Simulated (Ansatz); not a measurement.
Process, species as SMILES: P (PH3) → PH3+ (doublet, bonded as P) + e-
B3LYP-D3(BJ)/def2-TZVP geometries, fixed; electronic energies without zero-point terms.
Largest species:
```
P
H 1 1.4188
H 1 1.4188 2 93.38
H 1 1.4188 2 93.38 3 93.59
```
Charge 0, spin multiplicity 1.

Effect of a fitting basis named in the input at PBE/aug-cc-pV(Q+d)Z with Ansatz (a quantum-chemistry and plane-wave program), against the last row, where the adiabatic ionisation energy is 9.77 eV. Open shells are unrestricted. The default fits or decomposes integrals by the program's own choice; accuracy: high also tightens integrals, grids and stops.

```tsv
setting	largest shift of a total energy (mEh)	shift of the adiabatic ionisation energy (eV)
fitting: def2-SV(P)-JKFIT	-0.036	0.000
fitting: def2-universal-JKFIT	-0.036	0.000
fitting: cc-pVTZ-JKFIT	-0.032	0.000
fitting: cc-pVQZ-JKFIT	-0.009	0.000
fitting: cc-pV5Z-JKFIT	-0.008	0.000
fitting: def2-universal-JFIT	-0.231	-0.001
accuracy: high	0.000	0.000
accuracy: medium (default)	0.000	0.000
```

Within 0.002 eV in the adiabatic ionisation energy: fitting: def2-SV(P)-JKFIT; fitting: def2-universal-JKFIT; fitting: cc-pVTZ-JKFIT; fitting: cc-pVQZ-JKFIT; fitting: cc-pV5Z-JKFIT; fitting: def2-universal-JFIT; accuracy: high. The largest shift is 0.231 mEh in a total energy and 0.001 eV in the difference.
